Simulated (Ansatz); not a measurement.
```yaml
crystal:
  periodic: [false, false, false]
  atoms:
    - {symbol: B, position_ang: [-0.946319, -0.222315, -0.008075]}
    - {symbol: N, position_ang: [-1.170008, 1.102750, -0.011660]}
    - {symbol: S, position_ang: [0.849189, -0.467667, 0.008058]}
    - {symbol: H, position_ang: [-0.605831, 1.937908, -0.007700]}
basis:
  gaussian: {orbitals: def2-TZVP}
magnetization: {spin_polarized: true, initial_magnetization: 3}
hamiltonian: {xc: pbe0}
relax: {f_tol: 0.004, max_steps: 80}
```

```sh
$ ansatz run in.yaml --threads 1 --pin off --events-out ev --progress --plain --max-ram 2176MiB
```

Steps of the relaxation (energy above the last step; positions in Å, forces in eV/Å):

```
4
step 1, 42.4 meV
B    -0.946   -0.222   -0.008    0.520   -1.088    0.006
N    -1.170    1.103   -0.012   -0.047    0.608   -0.001
S     0.849   -0.468    0.008   -0.618    0.259   -0.006
H    -0.606    1.938   -0.008    0.146    0.221    0.001
```

```
4
step 2, 18.0 meV
B    -0.954   -0.240   -0.008    0.476   -0.592    0.005
N    -1.164    1.099   -0.012   -0.069    0.422   -0.001
S     0.833   -0.439    0.008   -0.479    0.131   -0.004
H    -0.588    1.931   -0.008    0.072    0.039    0.001
```

```
4
step 3, 3.4 meV
B    -0.948   -0.260   -0.008   -0.038   -0.124    0.000
N    -1.158    1.096   -0.012   -0.221    0.173   -0.002
S     0.803   -0.407    0.008    0.166   -0.050    0.002
H    -0.569    1.922   -0.007    0.092    0.001    0.001
```

```
4
step 5, 0.5 meV
B    -0.947   -0.259   -0.008    0.005    0.013    0.000
N    -1.174    1.101   -0.012    0.066    0.126    0.000
S     0.808   -0.406    0.008    0.002    0.010    0.000
H    -0.560    1.915   -0.007   -0.073   -0.148    0.000
```

```
4
step 7, 0.0 meV
B    -0.949   -0.258   -0.008    0.000    0.000    0.000
N    -1.177    1.102   -0.012    0.000    0.000    0.000
S     0.806   -0.398    0.008    0.000    0.000    0.000
H    -0.554    1.905   -0.007    0.000    0.000    0.000
```

Close pairs at the end: N2–H4 1.017 Å, B1–N2 1.379 Å, B1–S3 1.761 Å.

A stationary point of unrestricted PBE0 after 7 steps, with ⟨S²⟩ = 3.778 against 3.75 for a pure state; no frequencies were run, so it isn't proven a minimum. 33 s on 1 thread of Arm Neoverse V1, shared host.
